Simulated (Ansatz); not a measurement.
Input and command of a calculation in Ansatz (plane waves; scalar-relativistic PAW potentials unless the input names others):

```yaml
crystal:
  lattice:
    - [3.9720357091, 0.0, 0.0]
    - [-1.9860178545, 3.4398838288, 0.0]
    - [0.0, 0.0, 2.3373324304]
  atoms:
    - { symbol: Be, position: [0.0, 0.0, 0.0] }
    - { symbol: Cr, position: [0.3333333333, 0.6666666667, 0.5] }
    - { symbol: Cr, position: [0.6666666667, 0.3333333333, 0.5] }
basis:
  ecutwfc: 500
kpoints:
  mp_grid: { grid: [12, 12, 20] }
hamiltonian:
  xc: r2scan
  hubbard: { sites: [{ species: Cr, l: f, u_eff: 4.0 }] }
scf:
  occupations: { method: gaussian, width: 0.1 }
  max_iter: 75
output:
  forces: true
  eigenvalues: true
  stress: true
```

```bash
ansatz run input.yaml --threads 1 --pin off --max-ram 2560MiB --backend cpu --events-out ev --progress --plain --runs-dir out
```

**Question.** What will the program do with this input?

**Answer.** The program refuses it, because of a U on a shell that isn't there (hamiltonian.hubbard: not typed → {"sites": [{"species": "Cr", "l": "f", "u_eff": 4.0}]}). Without that key it is accepted.

Abridged log:
```
Error: inconsistent input (hamiltonian.hubbard.sites[].l, hamiltonian.hubbard.sites[].shell): the file of Cr doesn't list 4f, and it can't be added: PBE doesn't bind the shell 4f of the free atom, whose level lies at +1.05 eV. Type an atom or ion with it (hamiltonian.pseudopotentials.projection_atoms), take another file or name another shell
```